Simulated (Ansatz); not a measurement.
# A small benchmark: atomisation enthalpy at 298 K

10 molecules with open shells; the atomisation enthalpy at 298 K in kJ/mol, computed less measured. Shapes, held fixed at every level: PBE0-D4/def2-TZVP. Flexible molecules stand in one conformer, not always the lowest. Thermal terms are harmonic and unscaled (PBE0-D4/def2-TZVP); the spin-orbit lowering of the free atoms is taken from their spectra. Programs: Ansatz 0.2.0. Measured values: Active Thermochemical Tables.

Levels: A = HF/def2-SVP; B = HF/def2-TZVPP; C = r2SCAN0-D4/def2-TZVPP.

```csv
molecule,from tabulated heats,A,B,C
N2H (dinitrogen monohydride),913,-505,-500,-57
C2HO (ethynyloxy radical),1723,-569,-588,-28
CH2N (SMILES C=[N]),1387,-446,-455,-30
CH3 (methyl radical),1224,-265,-273,+7
CH3O (hydroxymethyl radical),1636,-495,-505,-20
N2H3 (hydrazinyl radical),1374,-619,-614,-42
C2H3O (acetyl radical),2347,-669,-696,-36
C3H3 (propargyl radical),2453,-612,-646,-16
C3H3 (cyclopropenyl radical),2318,-628,-667,-7
C2H5O (ethoxy radical),2784,-722,-753,-14
```

Question: Which level does best on this set, which worst, and which err to one side?

Answer: 
```
                level           kind  mean error  mean absolute error  worst case
          HF/def2-SVP   Hartree–Fock      -553.0                553.0       C2H5O
        HF/def2-TZVPP   Hartree–Fock      -569.7                569.7       C2H5O
r2SCAN0-D4/def2-TZVPP  global hybrid       -24.3                 25.7         N2H
```

On this set r2SCAN0-D4/def2-TZVPP has the smallest mean absolute error and HF/def2-TZVPP the largest. HF/def2-SVP is too low in 10 of 10; HF/def2-TZVPP is too low in 10 of 10; r2SCAN0-D4/def2-TZVPP is too low in 9 of 10. Heats of the atoms come from ATcT where it has them. The levels differ in basis as well as in method. The largest two are near a tie. For HF/def2-TZVPP the error tends to grow with the atomisation enthalpy. Hartree–Fock lacks correlation and underbinds. Spin contamination: N2H (⟨S²⟩ up to 0.85), C2HO (⟨S²⟩ up to 0.81), CH2N (⟨S²⟩ up to 0.93), C3H3 (propargyl radical) (⟨S²⟩ up to 0.96). Open shells run unrestricted. The set is small.
